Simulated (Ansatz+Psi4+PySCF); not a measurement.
A calculation with Psi4 1.11.

```
molecule {
0 2
O 0.000000 0.000000 0.108790
H 0.000000 0.000000 -2.828420
}

set basis cc-pVTZ
set reference uhf
set scf_type pk
set mp2_type conv
set cc_type conv
set num_frozen_docc 1
energy('mp2')
```

The input is written out from the run's settings.

The run gave:

```json
{
 "Converged": "yes",
 "Reference energy": "-75.08499 hartree",
 "Correlation energy": "-0.30729 hartree",
 "Total energy": "-75.39229 hartree",
 "Spin squared of the determinant": "0.756",
 "Occupied orbitals by symmetry in an Abelian subgroup (alpha; beta)": "3 A1 1 B1 1 B2; 3 A1 1 B1"
}
```

This is not the lowest solution: another run reaches a determinant 6.17 eV lower. Caution: bonds are stretched, where a single reference can fail.
